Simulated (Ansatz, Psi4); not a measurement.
# Predicting a hybrid from its neighbours: SiO2 (silicon dioxide molecule)

The species is SiO2 (3 atoms), meant as a singlet with charge 0. As SMILES, `O=[Si]=O`. Geometry: relaxed at PBE0-D4/def2-TZVP.

The HOMO–LUMO gap y, in eV, basis cc-pVTZ; a is the functional's share of exact exchange. Programs: Ansatz 0.2.0, Psi4 1.11.

| functional | program | a | y (eV) |
| --- | --- | --- | --- |
| r2SCAN | Psi4 | 0 | 4.61 |
| BLYP | Psi4 | 0 | 3.97 |
| TPSSh | Psi4 | 0.1 | 5.24 |
| B3LYP | Psi4 | 0.2 | 5.97 |
| r2SCAN0 | Ansatz | 0.25 | ? |
| PBE0 | Psi4 | 0.25 | 6.55 |
| BHLYP | Psi4 | 0.5 | 8.97 |

Q: Fit y = c + s·a to the known rows and predict r2SCAN0.

A: 
1. Means of the 6 rows: a = 0.1750, y = 5.885.
2. Σ(Δa)² = 0.17875, Σ(Δa·Δy) = 1.6613, so the slope is 1.6613/0.17875 = 9.294.
3. Intercept: 5.885 − (9.294) × 0.1750 = 4.259. The largest residual of the fit is 0.35.
4. r2SCAN0: 4.259 + (9.294) × 0.25 = 6.58 eV.

The run gave 6.93 eV, so the prediction is off by -0.35 eV, within the largest residual. Exact exchange lowers occupied levels and raises empty ones. The rows mix families of semi-local functionals, which the line can't see.
